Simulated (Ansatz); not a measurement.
`C=C=CCC` → `C=C=CC` + `[CH2]` (triplet) at 500 K and 1 bar (formal loss of a carbene).

Program: Ansatz. Geometries: PBE0-D4/def2-TZVP. ΔE: electronic, gas phase. CCSD(T)/CBS is the MP2 limit (def2-TZVPP, def2-QZVPP) plus CCSD(T) − MP2 in def2-TZVPP, frozen cores. This one scheme is used for every species. Triplets are unrestricted, without spin–orbit coupling. One conformer a species, not always the lowest.

```json
{"species": "`C=C=CCC`", "CCSD(T)/CBS energy (Eh)": "-195.01849", "H − E (kJ/mol)": "340.0", "S (J/(mol·K))": "384.7"}
{"species": "`C=C=CC`", "CCSD(T)/CBS energy (Eh)": "-155.75749", "H − E (kJ/mol)": "255.9", "S (J/(mol·K))": "339.0"}
{"species": "`[CH2]` (triplet)", "CCSD(T)/CBS energy (Eh)": "-39.09499", "H − E (kJ/mol)": "62.7", "S (J/(mol·K))": "213.9"}
```

H − E and S are ideal-gas, rigid-rotor, harmonic terms from PBE0-D4/def2-TZVP, for one conformer and one mirror image of each species, with the whole ground term of open shells counted as degenerate. 1 Eh = 2625.50 kJ/mol, R = 8.31446 J/(mol·K).

Question: By hand: ΔE, ΔH, ΔS and ΔG.

Answer: ΔE = (-155.75749) + (-39.09499) − (-195.01849) = 0.16601 Eh = 435.9 kJ/mol. Δ(H − E) = 255.9 + 62.7 − 340.0 = -21.4, so ΔH = 414.5 kJ/mol. ΔS = 339.0 + 213.9 − 384.7 = 168.2 J/(mol·K). ΔG = 414.5 − 500 × (168.2)/1000 = 330.4 kJ/mol.

Question: By hand: the equilibrium constant, and the temperature at which ΔG would vanish if ΔH and ΔS stayed fixed.

Answer: log₁₀ K = −ΔG/(RT ln 10) = -34.5. ΔG = 0 at ΔH/ΔS = 2464 K.

The number of gas molecules changes by +1, which sets the sign of ΔS. A doubt of 5 kJ/mol in ΔE shifts log₁₀ K by 0.5 here. Other conformers and mirror images would add mixing entropy, several J/(mol·K) or more a flexible species. A triplet takes part, so the spin changes. These are equilibria of isolated gas molecules and say nothing of rates. Largest T1 diagnostic: 0.011 (customary marks: 0.02 for closed shells, 0.045 for open ones).
